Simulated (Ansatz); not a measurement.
We consider grey tin (α-Sn), described by r²SCANh (PAW; Ansatz, a first-principles code).

Settings: plane-wave cutoff 520 eV, 8×8×8 k mesh, Fermi–Dirac smearing 0.01 eV, scalar-relativistic PAW data made under PBE.

Computed at the level's own relaxed cell.

### Question
Estimate the volume per atom, bulk modulus B0, equilibrium lattice constant a and width of the whole s-p valence band that the calculation returns.

### Answer

- volume per atom = 34.99 Å³/atom
- bulk modulus B0 = 45.1 GPa
- equilibrium lattice constant a = 6.542 Å
- width of the whole s-p valence band = 11.48 eV

The run finds no gap.

Measured, for comparison: equilibrium volume per atom 33.97 Å³/atom, lattice constant a 6.477 Å (static lattice: zero-point anharmonic expansion removed; as tabulated in Mejia-Rodriguez and Trickey (2018), arXiv:1807.09216); bulk modulus 42.8 GPa (0 K value with the zero-point phonon effect removed; as tabulated in Mejia-Rodriguez and Trickey (2018), arXiv:1807.09216). Computed (rounded) less measured: equilibrium volume per atom +3.0 %, bulk modulus +5 %, lattice constant a +1.0 %.

Spin–orbit coupling is not included; it can open a gap where bands touch, and shift volumes and moduli.

Static lattice: no zero-point or thermal effects.

Cost on a shared machine: very roughly 13 core-minutes.
